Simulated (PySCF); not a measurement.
Species: C2H3Cl3O.
Numbering: `[OH:1][CH2:2][C:3]([Cl:4])([Cl:5])[Cl:6]` (hydrogens: H7 on O1; H8, H9 on C2)

Cartesian coordinates in Å at the PBE0-D3(BJ)/def2-SVP level; atoms count from 1:
```xyz
9
C2H3Cl3O angstrom
O     -1.3505   -0.9091   -0.2849
C     -0.7087    0.2499    0.0988
C      0.8121    0.0914    0.1947
Cl     1.4317   -0.3738   -1.4218
Cl     1.5219    1.6426    0.6742
Cl     1.2443   -1.1646    1.3614
H     -0.9971   -1.1737   -1.1443
H     -1.0672    0.5298    1.1012
H     -0.8866    1.1076   -0.5792
```

Computed at PBE0/pcSseg-1 (PySCF, non-relativistic), with Q(17O) = −0.0256 b, Q(35Cl) = −0.0817 b: O1, 17O (I = 5/2): χzz = 11.56 MHz, η = 0.936; Cl4, 35Cl (I = 3/2): χzz = -79.57 MHz, η = 0.052; Cl5, 35Cl (I = 3/2): χzz = -82.00 MHz, η = 0.013; Cl6, 35Cl (I = 3/2): χzz = -83.50 MHz, η = 0.023.

(1) Find the zero-field quadrupole resonance frequencies of 17O at O1.

(2) Find the zero-field quadrupole resonance frequencies of 35Cl at Cl4.

(3) Find the zero-field quadrupole resonance frequencies of 35Cl at Cl5.

(4) Where would the pure quadrupole (NQR) lines of 35Cl at Cl6 fall for the rigid, isolated species?

(5) Apply the simplest Townes–Dailey estimate (no s hybridisation, no π bonding), ionic character = 1 − χzz/χ0, where χ0 is the coupling for one missing p electron along the bond: −109.74 MHz for 35Cl.

## Answers

(1) From the eigenvalues of H = χ/[4I(2I − 1)] × [3Iz² − I(I + 1) + η(Ix² − Iy²)], steps between neighbouring levels, labelled as for η = 0: ±1/2↔±3/2 2.932 MHz, ±3/2↔±5/2 3.090 MHz (alcohol oxygen).

(2) From ν = (|χ|/2)√(1 + η²/3): ν = 39.80 MHz (chlorine of a CCl3 group). For 37Cl the ratio of quadrupole moments, 0.7881, gives 31.37 MHz.

(3) From ν = (|χ|/2)√(1 + η²/3): ν = 41.00 MHz (chlorine of a CCl3 group). For 37Cl the ratio of quadrupole moments, 0.7881, gives 32.31 MHz.

(4) From ν = (|χ|/2)√(1 + η²/3): ν = 41.75 MHz (chlorine of a CCl3 group). For 37Cl the ratio of quadrupole moments, 0.7881, gives 32.91 MHz.

(5) Cl4 on C3: 1 − (-79.57)/(-109.74) = 0.27; Cl5 on C3: 1 − (-82.00)/(-109.74) = 0.25; Cl6 on C3: 1 − (-83.50)/(-109.74) = 0.24. In this model a purely covalent bond gives χ0 and a free halide ion gives zero; s hybridisation or π bonding, where present, is counted here as ionic character.

In a crystal, neighbours and librations shift these lines. With so small a basis the couplings can be 20 % off.

These values come from a run that also computed NMR shieldings. Time: 12 s. Hardware: one thread of an Arm Neoverse V1, shared host.

One conformer stands for the species.
